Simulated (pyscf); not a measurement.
Optimised with ωB97X-D3(BJ)/def2-SVP in PySCF.

Task: Estimate by transition-state theory the rate constant of H₂N–ZnH + hydrogen (H₂) -> ZnH₂ + ammonia (NH₃) (singlet surface; N–Zn, H–H broken, H–Zn, H–N formed) at 600 K, with ωB97M-D3(BJ)/def2-TZVP energies (ideal gas, 1 atm, RRHO with modes under 100 cm⁻¹ raised to 100, one conformer, R ln 2 for chiral ones without a mode under 150 cm⁻¹; no tunnelling).

Result: The electronic barrier is 24.6 kcal/mol and the thermal terms add +17.8, so ΔG‡ = 42.4 kcal/mol. With k_BT/h = 1.25e+13 s⁻¹ and RT = 1.192 kcal/mol, and a volume of 8.18e-20 cm³ per molecule at 1 atm, k = 3.8e-22 cm³ molecule⁻¹ s⁻¹. Wigner's tunnelling factor for 1354i cm⁻¹ would be 1.44, likely too low at so high a frequency. A shift of 1 kcal/mol in the barrier changes k by a factor 2.3. On the product side the descent ends in an adduct with a N–Zn contact, 13.2 kcal/mol under the separated species and 37.5 kcal/mol under the saddle at ωB97X-D3(BJ)/def2-TZVP. What is counted as broken (N–Zn) persists as a longer contact in the product adduct; parting that adduct is a step of its own. At the saddle there is also a short H–Zn contact that neither side keeps. This is the saddle that the search found; another between the same sides may lie lower. Elements up to Kr have no core potential and no relativistic terms here.
